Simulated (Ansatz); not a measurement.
```
atom    x (Å)    y (Å)   z (Å)
   H   1.2621  -0.2201  0.0000
   S   0.0000   0.2232  0.0000
   H  -0.5006  -1.1154  0.0000
   H  -0.7615  -2.2349  0.0000
```

Basis set: pcseg-2 (spherical functions). Charge 0, multiplicity 2.

Computed with Ansatz (development build ahead of 0.2.0); each method stands on the lowest determinant of its kind that the runs found.

The atomization energy at this shape (free ground-state atoms in the same class of orbitals less the molecule, no zero-point energy) of doublet H3S:

```
               method  atomization energy
r²SCAN (unrestricted)        771.6 kJ/mol
```

Q: What does PBE0 (unrestricted) give?

A: 745.4 kJ/mol.

The shape needn't be a minimum at these levels.
